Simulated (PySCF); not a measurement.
C₃H₃FN (charge -1).
Structure used (GFN2-xTB), in Å, numbered top down from 1:
```xyz
8
C3H3FN angstrom
C     -0.9519   -0.1261   -0.0878
C      0.4179    0.4977   -0.1540
F      0.4389    1.7116    0.6469
C      1.5285   -0.2848   -0.0188
N      2.5087   -0.9154   -0.1569
H     -0.9430   -1.0507   -0.6677
H     -1.2900   -0.3699    0.9362
H     -1.7001    0.5471   -0.5226
```

A PySCF run (density fitting, gas phase, GFN2-xTB geometry) gave HOMO 1.11 eV, LUMO 5.86 eV and E = -270.654 Eh.

Problem. Which of these levels was it?
A. revPBE/pcSseg-2
B. PBE0/pcSseg-1
C. B97-2/6-311G**
D. BHandHLYP/def2-SVPD

Solution. C. It is B97-2/6-311G**. All candidates on this geometry:

```csv
level and settings,kind,basis functions,SCF cycles,E (Eh),HOMO (eV),LUMO (eV)
"revPBE/pcSseg-2, grid level 3, damping 0.2 at the start, DIIS from the seventh cycle",GGA,222,23,-270.7230,1.63,3.96
"B97-2/6-311G**, fitting basis def2-qzvpp-jkfit",global hybrid,108,11,-270.6541,1.11,5.86
PBE0/pcSseg-1,global hybrid,100,14,-270.3556,0.75,5.86
"BHandHLYP/def2-SVPD, grid level 1, start guess sap",global hybrid,127,15,-270.3487,-0.64,5.07
```

The nearest other candidate, by the summed differences of HOMO and LUMO, is PBE0/pcSseg-1: its HOMO differs by -0.36 eV and its LUMO by 0.00 eV. Cycle counts include a coarse-grid stage where the run had one. All basis functions are spherical, in the Pople sets too. The HOMO energy is positive at B97-2/6-311G**, PBE0/pcSseg-1 and revPBE/pcSseg-2; such an orbital is held in place by the finite basis.
